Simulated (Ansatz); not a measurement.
# C2F (quartet): from Hartree-Fock to the top rungs at a displaced geometry (v2), cc-pVDZ

One table from this session's results is given with a row withheld; the runs are named, their logs left out.

Method: cc-pVDZ, core rule «outside noble gas», up to 3 orbitals frozen; program: Ansatz 0.2.0, Gaussian basis.

Plan: UHF; CCSD(T) on ROHF; CCSD(T) on UHF; BCCD(T) on ROHF; CISD; CCSDT(Q) on ROHF; CCSDT(Q) on UHF; CASSCF and NEVPT2, 13 electrons in 11 orbitals.

27 further runs of the same task are left out: 6 for a known fault of the program, 11 that didn't finish, 10 set aside as unsound or not needed.

### The geometry

The geometry is a PBE0/def2-TZVP stationary point (not a proven minimum) with its atoms shifted at random (size 0.100 Å).

3 atoms, charge 0, spin multiplicity 4.

Atoms are counted from 1 here; the program's logs count them from 0.

Bond lengths: C1–C2 1.448 Å, C2–F3 1.318 Å. Angles: C1–C2–F3 115.6°.

Geometry (Å):

```
atom     x (Å)     y (Å)     z (Å)
  C1   0.08501  -0.22237   1.37768
  C2  -0.07987   0.52063   0.14557
  F3  -0.00325  -0.18857  -0.96299
```

Set-up of the first run:

in.yaml

```yaml
crystal:
  periodic: [false, false, false]
  atoms:
    - {symbol: C, position_ang: [0.085006, -0.222365, 1.377682]}
    - {symbol: C, position_ang: [-0.079868, 0.520635, 0.145569]}
    - {symbol: F, position_ang: [-0.003248, -0.188565, -0.962992]}
basis:
  gaussian: {orbitals: cc-pVDZ}
magnetization: {spin_polarized: true, initial_magnetization: 3}
hamiltonian: {xc: hf}
output: {orbitals: {seedname: orbitals}}
```

Launch:

```sh
ansatz run in.yaml --threads 1 --pin off --events-out ev --progress --plain --max-ram 2393MiB
```

Among the steps run: UHF; CCSD(T) on ROHF; CCSD(T) on UHF; BCCD(T) on ROHF; CISD; CCSDT(Q) on ROHF; CCSDT(Q) on UHF; CASSCF and NEVPT2, 13 electrons in 11 orbitals.

One table of the session follows, with a row left open; its other results are not shown here.

It belongs to the step «Misses and costs». 

```
        method  from RCCSDT(Q) (meV)
          ROHF              +11193.2
           UHF              +11043.8
          RMP2               +1456.1
          UMP2               +1475.8
          CISD                     ?
         RCCSD                +470.5
         UCCSD                +470.5
      RCCSD(T)                +107.2
      UCCSD(T)                +109.1
       BCCD(T)                 +77.3
        RCCSDT                 +30.5
        UCCSDT                 +30.1
     RCCSDT(Q)                     0
     UCCSDT(Q)                  -9.0
CASSCF valence               +8285.9
NEVPT2 valence               +1165.9
```

Estimate the missing values for CISD.

As computed: from RCCSDT(Q) (meV): +1503.4. In the column «from RCCSDT(Q) (meV)» it lies between UMP2 (+1475.8) and CASSCF valence (+8285.9).

Limits of these values: Restricted and unrestricted rows rest on different reference determinants; where their highest levels disagree by more than a few hundredths of an eV, they describe different states and don't form one ladder.
